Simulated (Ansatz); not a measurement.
A nudged elastic band was laid between two geometries of AlFH$_{2}$O (5 atoms, charge 0, multiplicity 1).

All numbers below come from RKS r2SCANh/cc-pVDZ in Ansatz 0.2.0.

```
movable images  : 9
climbing image  : yes
spring          : 5.0 eV/Å²
optimiser       : quadratic models (default)
start path      : through a guess of the saddle point
force threshold : 0.03 eV/Å
iteration limit : 56
end points      : relaxed
```

Initial state:

```xyz
5
Properties=species:S:1:pos:R:3
Al 0.502 -0.005 0.066
O 0.730 -0.174 1.756
H 0.004 -0.250 2.382
H 1.740 0.118 -0.885
F -1.062 0.029 -0.567
```

Final state:

```xyz
5
Properties=species:S:1:pos:R:3
Al -0.124 0.663 -0.789
O 1.065 0.113 1.001
H 0.375 -0.463 1.376
H 1.881 -0.406 0.969
F -1.283 -0.188 0.196
```

(1) What changes between the two ends?

(2) Give the energies along the band, and the barrier.

(3) What is the geometry of the highest image?

Results:

(1) Bonds broken: Al1–O2, Al1–H4. Bonds formed: O2–H4.

(2) It converged. The highest image is number 5 of 0 to 10, 65.5 kcal/mol above the first end and 35.0 kcal/mol above the last; the last end lies 30.5 kcal/mol above the first. The profile has 2 maxima (images 1, 5) with wells between them (image 2): this band takes more than one step, which may be the mechanism or a detour left from its start path. Neighbouring images differ by up to 1.5 eV, so the band resolves the path poorly. A vibrational analysis at the climbing image gives one clearly imaginary mode, 1384i cm⁻¹: a first-order saddle point. The orbitals stay closed-shell, which can raise the energy where a bond breaks towards radicals; this wasn't checked here.

```json
{"image": "0", "path coordinate (Å)": "0.00", "energy (kcal/mol)": "0.0", "Al1–O2 (Å)": "1.71", "Al1–H4 (Å)": "1.57", "O2–H4 (Å)": "2.84"}
{"image": "1", "path coordinate (Å)": "0.66", "energy (kcal/mol)": "3.7", "Al1–O2 (Å)": "1.69", "Al1–H4 (Å)": "1.57", "O2–H4 (Å)": "2.86"}
{"image": "2", "path coordinate (Å)": "1.32", "energy (kcal/mol)": "2.3", "Al1–O2 (Å)": "1.71", "Al1–H4 (Å)": "1.57", "O2–H4 (Å)": "2.97"}
{"image": "3", "path coordinate (Å)": "1.98", "energy (kcal/mol)": "5.1", "Al1–O2 (Å)": "1.70", "Al1–H4 (Å)": "1.56", "O2–H4 (Å)": "2.73"}
{"image": "4", "path coordinate (Å)": "2.64", "energy (kcal/mol)": "31.3", "Al1–O2 (Å)": "1.71", "Al1–H4 (Å)": "1.57", "O2–H4 (Å)": "2.06"}
{"image": "5", "path coordinate (Å)": "3.30", "energy (kcal/mol)": "65.5", "Al1–O2 (Å)": "1.85", "Al1–H4 (Å)": "1.71", "O2–H4 (Å)": "1.37"}
{"image": "6", "path coordinate (Å)": "3.68", "energy (kcal/mol)": "48.4", "Al1–O2 (Å)": "2.00", "Al1–H4 (Å)": "1.95", "O2–H4 (Å)": "1.04"}
{"image": "7", "path coordinate (Å)": "4.06", "energy (kcal/mol)": "36.1", "Al1–O2 (Å)": "2.19", "Al1–H4 (Å)": "2.38", "O2–H4 (Å)": "0.97"}
{"image": "8", "path coordinate (Å)": "4.44", "energy (kcal/mol)": "32.7", "Al1–O2 (Å)": "2.21", "Al1–H4 (Å)": "2.67", "O2–H4 (Å)": "0.97"}
{"image": "9", "path coordinate (Å)": "4.82", "energy (kcal/mol)": "31.1", "Al1–O2 (Å)": "2.20", "Al1–H4 (Å)": "2.81", "O2–H4 (Å)": "0.97"}
{"image": "10", "path coordinate (Å)": "5.20", "energy (kcal/mol)": "30.5", "Al1–O2 (Å)": "2.22", "Al1–H4 (Å)": "2.87", "O2–H4 (Å)": "0.97"}
```

(3) 
```xyz
5
Properties=species:S:1:pos:R:3
Al 0.213 0.200 -0.411
O 0.802 0.069 1.336
H 0.653 -0.489 2.123
H 1.710 -0.169 0.332
F -1.465 0.107 -0.628
```

Time of the run: 8.1 min on 1 thread of Arm Neoverse V1, on a shared host, peak memory 0.12 GiB.
